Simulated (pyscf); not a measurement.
# Addition across a multiple bond or ene-type step: O=Ge=O + hydrogen fluoride (HF) -> O=Ge(OH)–F

Gas phase, singlet surface, charge 0. Bonds broken: F4–H5. Bonds formed: Ge2–F4, O3–H5. PySCF, gas phase, ωB97X-D3(BJ)/def2-SVP geometries. MP2 and CC: frozen core, UHF for open shells. ΔMP2 is the change of the MP2 total energy from the triple- to the quadruple-zeta basis.

Transition state (Å):

```xyz
5

O      0.4644     0.4227     1.3634
Ge    -0.5646    -0.5492     0.5962
O     -1.4303    -1.8134    -0.0383
F     -2.0728     0.3423    -0.5814
H     -2.1508    -0.7041    -0.6168
```

One imaginary mode, 448i cm⁻¹; descent along it reached the two sides named, in the forms told below.

```tsv
bond	change	reactant side (Å)	saddle	product side
F4–H5	breaks	0.958	1.050	2.600
Ge2–F4	forms	2.346	2.111	1.728
O3–H5	forms	1.789	1.444	0.968
```

Electronic energies relative to the separated reactants (kcal/mol):

```
level                             barrier  reaction energy  reverse barrier
--------------------------------  -------  ---------------  ---------------
ωB97X-D3(BJ)/def2-TZVP               -8.2            -55.5             47.3
PBE/def2-TZVP                        -8.7            -46.5             37.8
r²SCAN/def2-TZVP                     -9.5            -52.7             43.2
B3LYP-D3(BJ)/def2-TZVP               -6.8            -50.7             44.0
PBE0-D3(BJ)/def2-TZVP                -8.9            -53.5             44.6
M06-2X/def2-TZVP                     -9.8            -60.2             50.4
ωB97M-D3(BJ)/def2-TZVP               -7.8            -53.7             45.9
HF/def2-TZVP                         -0.3            -63.2             62.9
MP2/def2-QZVPP                       -3.2            -46.5             43.3
CCSD/def2-TZVPP                      -4.2            -53.5             49.3
CCSD(T)/def2-TZVPP                   -4.5            -50.2             45.7
CCSD(T)/def2-TZVPP + ΔMP2(QZVPP)     -3.8            -49.5             45.7
```

With CCSD(T)/def2-TZVPP + ΔMP2(QZVPP) energies and thermal terms (ideal gas, 1 atm, RRHO with modes under 100 cm⁻¹ raised to 100, one conformer, R ln 2 for rigid chiral ones), in kcal/mol:

```csv
T (K),ΔH‡,ΔG‡,ΔH,ΔG
298,-4.8,3.8,-48.1,-39.9
600,-5.5,12.8,-48.0,-31.7
900,-5.7,21.9,-47.6,-23.6
1200,-5.6,31.1,-47.1,-15.6
```

On the reactant side the descent ends in a bound adduct, 9.7 kcal/mol under the separated species and 1.5 kcal/mol under the saddle at ωB97X-D3(BJ)/def2-TZVP. At ωB97X-D3(BJ), PBE, r²SCAN, B3LYP-D3(BJ), PBE0-D3(BJ), M06-2X, ωB97M-D3(BJ), HF, MP2, CCSD, CCSD(T), CCSD(T) the saddle lies under the separated reactants, which points to a path from their complex (located at ωB97X-D3(BJ) alone). One saddle was located; it need not be the lowest between these sides. The CCSD(T) − MP2 part came from Ansatz, without density fitting, on the same reference. The frozen core leaves the outer d or s,p core shells of the metals and heavy elements correlated in the MP2 and CC values, and def2-TZVPP describes them poorly, which can shift differences by a few kcal/mol. Elements up to Kr have no core potential and no relativistic terms here.
